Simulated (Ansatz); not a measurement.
BH2S2, SMILES S[B]S, a rigid scan of one bond angle

Computed with Ansatz's Python interface.

Run as a notebook:

**Cell 1**
```python
import warnings

import ansatz as az
from ase import Atoms
```

**Cell 2**
```python
BASIS = "def2-SVP"
XC = "b3lyp"
FMAX = 0.02
```

**Cell 3**
```python
warnings.simplefilter("ignore", az.DeckWarning)

atoms = Atoms(["S", "B", "S", "H", "H"], positions=[
    (-1.4294, -0.0606, -0.9074),
    (-0.1273, 0.9333, -0.0264),
    (1.6366, 0.3902, -0.1964),
    (-1.5909, -0.8665, 0.1741),
    (1.5609, -0.4701, 0.9147),
])
```

**Cell 4**
```python
# relax first, so that the scan starts from a minimum
first = (
    az.Crystal.molecule_from_ase(atoms).calculation()
    .basis(gaussian=BASIS)
    .functional(XC)
    .spin("collinear", total=1)
    .relax(force_tolerance=FMAX, max_steps=80)
)
atoms.positions = first.run().report["positions_ang"]

rows = []
for angle in [90, 100, 110, 120, 135, 150, 165, 179]:
    bent = atoms.copy()
    bent.set_angle(1, 2, 4, angle, indices=[4])
    model = (
        az.Crystal.molecule_from_ase(bent).calculation()
        .basis(gaussian=BASIS)
        .functional(XC)
        .spin("collinear", total=1)
    )
    rows.append((angle, model.run().report["free_energy_ev"]))
floor = min(e for _, e in rows)
for angle, e in rows:
    print(f"angle B1-S2-H4 = {angle:3d} deg   {1000 * (e - floor):9.1f} meV")
```
Output:
```text
angle B1-S2-H4 =  90 deg        72.8 meV
angle B1-S2-H4 = 100 deg         0.0 meV
angle B1-S2-H4 = 110 deg        55.4 meV
angle B1-S2-H4 = 120 deg       225.8 meV
angle B1-S2-H4 = 135 deg       652.7 meV
angle B1-S2-H4 = 150 deg      1193.2 meV
angle B1-S2-H4 = 165 deg      1713.8 meV
angle B1-S2-H4 = 179 deg      2066.0 meV
```

The scan is rigid, and the energies are electronic, in a modest basis. The zero is the lowest point of the grid, which needn't be the minimum. The species is open-shell (spin multiplicity 2). b3lyp holds the VWN-RPA fit, as in Gaussian; the form of ORCA and Turbomole is b3lyp5. It ran for 24 s on 1 thread of Intel(R) Xeon(R) 6975P-C (Granite Rapids), with other jobs on the host, peak memory 0.22 GiB.
